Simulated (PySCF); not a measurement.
C2H5, SMILES [CH2]C, multiplicity 2.

Geometry: r2SCAN-D4/def2-TZVP. The isomer is the one that the SMILES or the coordinates give; other isomers of the formula were not compared.

Calculation: PBE/def2-TZVPD (PySCF).

The molecule is in vacuum.

```
Property                                                                                                         Value
---------------------------------------------------------------------------------------------  -----------------------
total energy                                                                                         -79.06466 hartree
point group                                                                                                         Cs
α spin, highest occupied and lowest empty level                                                     -4.57 and -0.05 eV
β spin, highest occupied and lowest empty level                                                     -8.44 and -2.37 eV
dipole moment                                                                                                   0.36 D
quadrupole, principal values (traceless, Buckingham form, about the centre of nuclear charge)    -1.29, 0.05, 1.25 D·Å
mean static polarisability                                                                        29.4 bohr³ (4.36 Å³)
polarisability, principal values                                                                27.0, 27.5, 33.8 bohr³
⟨S²⟩                                                                                           0.754 (pure state 0.75)
```
